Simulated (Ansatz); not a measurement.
```yaml
crystal:
  periodic: [false, false, false]
  atoms:
    - {symbol: Si, position_ang: [-1.107834, -0.038871, -0.109001]}
    - {symbol: Si, position_ang: [1.147332, 0.050051, 0.137978]}
    - {symbol: H, position_ang: [-1.659396, 1.309240, 0.071638]}
    - {symbol: H, position_ang: [-1.666739, -0.904956, 0.935880]}
    - {symbol: H, position_ang: [-1.670072, -0.532033, -1.377263]}
    - {symbol: H, position_ang: [1.951416, 0.993304, -0.642404]}
    - {symbol: H, position_ang: [1.944218, -1.177057, 0.204729]}
basis:
  gaussian: {orbitals: def2-TZVP}
magnetization: {spin_polarized: true, initial_magnetization: 1}
hamiltonian: {xc: pbe0}
relax: {f_tol: 0.004, max_steps: 80}
```

```sh
$ ansatz run in.yaml --threads 1 --pin off --events-out ev --progress --plain --max-ram 2176MiB
```

Steps of the relaxation (energy above the last step; positions in Å, forces in eV/Å):

```
7
step 1, 81.3 meV
Si   -1.108   -0.039   -0.109   -0.478   -0.048   -0.127
Si    1.147    0.050    0.138    0.471    0.103    0.268
H    -1.659    1.309    0.072   -0.040    0.389    0.102
H    -1.667   -0.905    0.936   -0.042   -0.217    0.338
H    -1.670   -0.532   -1.377    0.067   -0.151   -0.385
H     1.951    0.993   -0.642    0.012    0.415   -0.275
H     1.944   -1.177    0.205    0.009   -0.491    0.079
```

```
7
step 2, 11.8 meV
Si   -1.123   -0.037   -0.105   -0.002   -0.006   -0.016
Si    1.166    0.057    0.156    0.095    0.048    0.123
H    -1.634    1.341    0.092   -0.093    0.043   -0.020
H    -1.642   -0.915    0.972   -0.093   -0.044    0.014
H    -1.584   -0.551   -1.425   -0.003    0.009    0.024
H     1.882    1.051   -0.683    0.048   -0.035   -0.058
H     1.874   -1.247    0.214    0.048   -0.014   -0.067
```

```
7
step 3, 3.4 meV
Si   -1.123   -0.032   -0.092    0.002    0.001    0.002
Si    1.184    0.062    0.169    0.002    0.027    0.070
H    -1.669    1.340    0.090   -0.001   -0.014   -0.010
H    -1.676   -0.915    0.970   -0.001    0.003   -0.017
H    -1.571   -0.548   -1.417    0.025    0.008    0.021
H     1.901    1.039   -0.695   -0.014   -0.038   -0.023
H     1.893   -1.246    0.197   -0.014    0.013   -0.043
```

```
7
step 7, 0.0 meV
Si   -1.117   -0.025   -0.075    0.000    0.000    0.000
Si    1.190    0.074    0.198    0.002    0.000   -0.001
H    -1.683    1.340    0.089    0.000   -0.001    0.000
H    -1.690   -0.916    0.969    0.000    0.001   -0.001
H    -1.517   -0.546   -1.412    0.000    0.000    0.000
H     1.882    1.022   -0.717   -0.001    0.000    0.001
H     1.874   -1.248    0.169   -0.001    0.001    0.000
```

Close pairs at the end: Si1–H4 1.487 Å, Si1–H3 1.487 Å, Si2–H6 1.489 Å, Si2–H7 1.489 Å, Si1–H5 1.490 Å, Si1–Si2 2.326 Å.

A stationary point of unrestricted PBE0 after 7 steps, with ⟨S²⟩ = 0.755 against 0.75 for a pure state; no frequencies were run, so it isn't proven a minimum. 24 s on 1 thread of Intel Xeon Platinum 8375C, shared host.
